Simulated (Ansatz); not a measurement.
Results of PBE in Ansatz (plane waves, PAW) for 2H WS₂.

Numerical settings: plane-wave cutoff 520 eV, 12×12×4 k mesh (along the axes of the cell as run), perturbation theory, no spin polarisation, scalar-relativistic PAW data made under PBE.

Cell (measured lattice):

```cif
data_S4W2
_chemical_formula_sum 'W2 S4'
_space_group_name_H-M_alt 'P 1'
_space_group_IT_number 1
_cell_length_a 3.15300
_cell_length_b 3.15300
_cell_length_c 12.32300
_cell_angle_alpha 90.000
_cell_angle_beta 90.000
_cell_angle_gamma 120.000
loop_
_space_group_symop_operation_xyz
  'x, y, z'
loop_
_atom_site_label
_atom_site_type_symbol
_atom_site_fract_x
_atom_site_fract_y
_atom_site_fract_z
_atom_site_occupancy
W1 W 0.66667 0.33333 0.75000 1
W2 W 0.33333 0.66667 0.25000 1
S1 S 0.66667 0.33333 0.12206 1
S2 S 0.33333 0.66667 0.62206 1
S3 S 0.33333 0.66667 0.87794 1
S4 S 0.66667 0.33333 0.37794 1
```

Predict the high-frequency dielectric constant (mean over three axes) and dielectric constant ε0 (ions relaxed) (mean over three axes).


* **high-frequency dielectric constant (mean over three axes)**: 11.3
* **dielectric constant ε0 (ions relaxed) (mean over three axes)**: 11.4

Note: the cell isn't this level's own, so it is under some stress, which shifts stiffness and frequencies.

Spin–orbit coupling is not included.

The result took very roughly 25 core-minutes.

Ansatz is an electronic-structure program.
